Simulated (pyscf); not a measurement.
Addition across a multiple bond or ene-type step: O=Ta(=O)–Cl (SMILES [O]=[Ta](=[O])[Cl]) + H₂O (SMILES O) → O=Ta(OH)(OH)–Cl (SMILES [O]=[Ta]([OH])([OH])[Cl])

Gas phase, singlet surface, charge 0. Bonds broken: O5–H6. Bonds formed: O1–H6, Ta2–O5. PySCF, gas phase, ωB97X-D3(BJ)/def2-SVP geometries.

Transition state (Å):

```xyz
7

O     -0.3911     0.7618     1.0577
Ta    -1.4554    -0.2673     0.0324
O     -1.3329    -1.9054     0.5426
Cl    -3.6622     0.4492    -0.2120
O      0.1120     0.3343    -1.2255
H      0.2561     0.7728    -0.1206
H      0.8498    -0.1961    -1.5532
```

One imaginary mode, 1471i cm⁻¹; descent along it reached the two sides named, in the forms told below.

| bond | change | reactant side (Å) | saddle | product side |
|---|---|---|---|---|
| O5–H6 | breaks | 0.970 | 1.197 | 4.0 |
| O1–H6 | forms | 3.0 | 1.344 | 0.946 |
| Ta2–O5 | forms | 2.193 | 2.098 | 1.897 |

Electronic energies relative to the separated reactants (eV):

```tsv
level	barrier	reaction energy	reverse barrier
ωB97X-D3(BJ)/def2-TZVP	-1.44	-3.89	2.45
PBE/def2-TZVP	-1.28	-3.44	2.16
r²SCAN/def2-TZVP	-1.40	-3.70	2.30
B3LYP-D3(BJ)/def2-TZVP	-1.29	-3.70	2.41
PBE0-D3(BJ)/def2-TZVP	-1.37	-3.71	2.34
M06-2X/def2-TZVP	-1.42	-3.86	2.45
ωB97M-D3(BJ)/def2-TZVP	-1.32	-3.76	2.43
HF/def2-TZVP	-1.08	-4.11	3.03
```

With ωB97M-D3(BJ)/def2-TZVP energies and thermal terms (ideal gas, 1 atm, RRHO with modes under 100 cm⁻¹ raised to 100, one conformer, R ln 2 for chiral ones without a mode under 150 cm⁻¹), in eV:

```tsv
T (K)	ΔH‡	ΔG‡	ΔH	ΔG
298	-1.39	-0.91	-3.73	-3.28
600	-1.39	-0.42	-3.68	-2.84
900	-1.36	0.05	-3.62	-2.44
1200	-1.32	0.52	-3.56	-2.05
```

On the reactant side the descent ends in an adduct with a O–Ta contact, 1.99 eV under the separated species and 0.55 eV under the saddle at ωB97X-D3(BJ)/def2-TZVP. At ωB97X-D3(BJ)/def2-TZVP, PBE, r²SCAN, B3LYP-D3(BJ), PBE0-D3(BJ), M06-2X, ωB97M-D3(BJ)/def2-TZVP, HF the saddle lies under the separated reactants, which points to a path from their complex (located at ωB97X-D3(BJ) alone). What is counted as formed (O–Ta) is already present as a longer contact in the reactant adduct; forming that adduct is a step of its own. At the saddle there is also a short H–Ta contact that neither side keeps. One saddle was located; it need not be the lowest between these sides. Elements past Kr carry the def2 core potentials, without spin-orbit coupling.
